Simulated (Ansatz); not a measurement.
## Worked example: H3Si–BH2⁺, doublet against H3Si–BH2, singlet

Geometry (PBE0/def2-TZVP stationary point of a singlet), kept for both states (H3Si–BH2, singlet: A'; H3Si–BH2⁺, doublet: A'):

```tsv
atom	x (Å)	y (Å)	z (Å)
Si	0.0000	0.0022	0.5789
B	0.0000	0.0095	-1.4317
H	0.0000	1.3466	1.2152
H	1.2022	-0.7415	1.0572
H	-1.2022	-0.7415	1.0572
H	0.0000	1.0072	-2.0896
H	0.0000	-1.0351	-2.0149
```

Basis cc-pVDZ; Ansatz 0.2.0. Correlated methods freeze the noble-gas cores. R marks a restricted (for open shells ROHF) determinant, U an unrestricted one.

Full CI isn't at hand for all of this; UCCSDT(Q) serves as the reference, and is uncertain by the last step of the cluster series or more.

```
    level  E(H3Si–BH2, singlet) (hartree)  E(H3Si–BH2⁺, doublet) (hartree)
      UHF                     -316.480164                      -316.108108
     UMP2                     -316.669828                      -316.273074
 UCCSD(T)                     -316.720780                      -316.324014
      PBE                     -317.073086                      -316.683289
  wB97M-V                     -317.226428                      -316.825634
UCCSDT(Q)                     -316.721979                      -316.325455
```

Question: Give the vertical gap, H3Si–BH2⁺ doublet less H3Si–BH2 singlet, at each level in eV (1 hartree = 27.2114 eV), and each error against UCCSDT(Q).

Answer: UCCSDT(Q): (-316.325455 − (-316.721979)) × 27.2114 = 10.790 eV (the reference)
wB97M-V: (-316.825634 − (-317.226428)) × 27.2114 = 10.906 eV, error 0.116 eV
PBE: (-316.683289 − (-317.073086)) × 27.2114 = 10.607 eV, error -0.183 eV
UCCSD(T): (-316.324014 − (-316.720780)) × 27.2114 = 10.797 eV, error 0.007 eV
UMP2: (-316.273074 − (-316.669828)) × 27.2114 = 10.796 eV, error 0.006 eV
UHF: (-316.108108 − (-316.480164)) × 27.2114 = 10.124 eV, error -0.666 eV

Total energies of functionals can't be set beside those of wave-function methods, since they hold the core's correlation and their own absolute errors; only the differences compare.

In so small a basis the reference is far from its limit while semilocal and hybrid functionals are nearer theirs, so the functionals' errors here hold much of the reference's basis and frozen-core error, which can add to them or hide them.

Each level lands on the state that its own search finds. T1 diagnostics of restricted CCSD: 0.012 and 0.021.
